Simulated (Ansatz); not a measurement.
in.yaml

```yaml
crystal:
  periodic: [false, false, false]
  atoms:
    - {symbol: B, position_ang: [-2.375864, 0.000000, 0.000000]}
    - {symbol: H, position_ang: [-2.972597, 1.033571, 0.000000]}
    - {symbol: H, position_ang: [-2.972597, -1.033571, 0.000000]}
    - {symbol: H, position_ang: [-0.443864, 0.000000, 0.000000]}
    - {symbol: Cl, position_ang: [0.906136, 0.000000, 0.000000]}
basis:
  gaussian: {orbitals: cc-pVDZ}
magnetization: {spin_polarized: true, initial_magnetization: 1}
hamiltonian: {xc: {name: r2SCAN}}
```

```sh
$ ansatz run in.yaml --threads 1 --pin off --events-out ev --progress --plain --max-ram 2393MiB
```

Log:

```
592 factors; their error is unknown
mean field evaluation 1: about -13243.0059 eV, gradient 8.4e0 eV
mean field evaluation 2: about -13243.3580 eV, gradient 5.4e0 eV
mean field evaluation 4: about -13243.5162 eV, gradient 4.7e-1 eV
mean field evaluation 8: about -13243.4803 eV, gradient 1.3e-2 eV
mean field evaluation 16: about -13243.4803 eV, gradient 1.2e-5 eV
mean field -13243.48031483 eV, -486.6889248167 hartree, gradient 1.2e-5 eV, S^2 0.753708; 0 other end points of the search recorded, 0 dependent functions left out
reference -13243.48032355 eV, -486.6889251370 hartree; 13, 12 occupied and 34, 35 virtual orbitals, 592 factors
Total energy: -13243.48032355 eV, -486.6889251370 hartree
```

Ran on 1 thread of Arm Neoverse V2, shared host: 2.1 s wall, 0.17 GiB peak host memory.
